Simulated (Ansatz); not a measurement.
## Worked example: building the atomization energy of CH$_{3}$Cl, singlet

Measured: the G2/97 heats of formation, with zero-point and thermal terms from B3LYP taken off, give an electronic atomization energy of 394.5 kcal/mol (Curtiss et al., J. Chem. Phys. 106, 1063 (1997); Staroverov et al., J. Chem. Phys. 119, 12129 (2003)). The calculation below tries to reproduce it.

Geometry (MP2(full)/6-31G*, from the G2/97 set):

```xyz
5

C     0.0000    0.0000   -1.2269
Cl    0.0000    0.0000    0.5504
H     0.0000    1.0293   -1.5798
H     0.8914   -0.5147   -1.5798
H    -0.8914   -0.5147   -1.5798
```

Atomization energies (atoms less molecule, kcal/mol) from Ansatz 0.2.0, frozen cores, restricted molecule, unrestricted atoms (their steps beyond CCSDT(Q) from restricted open-shell runs), sets cc-pV(D+d)Z, cc-pV(T+d)Z, cc-pV(Q+d)Z:

```
   level      DZ      TZ      QZ
      HF  291.02  296.21  296.65
 CCSD(T)  366.65  385.73  391.45
   CCSDT  366.64  385.44       –
CCSDT(Q)  366.87  385.72       –
  CCSDTQ  366.86       –       –
```

Problem. Extrapolate Hartree–Fock with exp(−5.46 √X) and the CCSD(T) correlation part with X⁻³ (X = 3, 4), add each higher step from the largest set that has it, and compare with the measured value.

Solution. Hartree–Fock: 296.65 + (296.65 − 296.21) × 0.301 = 296.78.
Correlation: TZ 89.52, QZ 94.80; (64 × 94.80 − 27 × 89.52) / 37 = 98.65.
Full triples (TZ): 385.44 − 385.73 = -0.29.
(Q) (TZ): 385.72 − 385.44 = 0.28.
Full quadruples (DZ): 366.86 − 366.87 = -0.01.
Sum: 395.4 kcal/mol, 0.9 above the measured 394.5.

The steps beyond CCSD(T) add -0.02 kcal/mol, while going from QZ to the limit adds 3.98. Core correlation, scalar relativity, spin–orbit terms and the relaxation from this MP2 geometry are missing from the sum, and the measured value has its own uncertainty.
